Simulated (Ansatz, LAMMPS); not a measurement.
Dielectric constant ε0 (ions relaxed) of rutile SnO2: levels of theory against measurement

Reference value: 12.2 (measured, temperature not stated, no zero-point or thermal correction, mean of the two values across and the one along c; as tabulated in Wang et al. (2024), arXiv:2401.12158).

```
level (code)                                  value  cell (Å³/atom)
--------------------------------------------  -----  --------------
ionic model grimes2000 (shell model, LAMMPS)   7.44           11.63
ionic model lewis1985b (shell model, LAMMPS)   13.4           12.30
ionic model pedone2006 (rigid ions, LAMMPS)    3.21           11.97
r²SCAN (Ansatz)                                 [?]           12.09
```

**Question.** What belongs in the gaps?

**Answer.** 
- r²SCAN (Ansatz, a program for electronic structure), value: 11.2

Differences against the reference: ionic model grimes2000 -39 %, ionic model lewis1985b +9.8 %, ionic model pedone2006 -74 %, r²SCAN -8.2 %.

The measured value isn't corrected to a static lattice, so vibrations enter the comparison. For crystals that are not cubic the mean over three axes is given.  Rigid ions have no electronic screening (ε∞ = 1). Each level is taken at its own relaxed cell. Ansatz's density-functional and Hartree–Fock values are scalar-relativistic unless marked +SOC, with PAW data made under PBE.

Empirical potentials (ionic model grimes2000, ionic model lewis1985b, ionic model pedone2006) are fitted to chosen data, which need not cover the solid at hand: agreement can be built in, and what lay outside the fit can be far off.

Differences are worked out from the printed values.
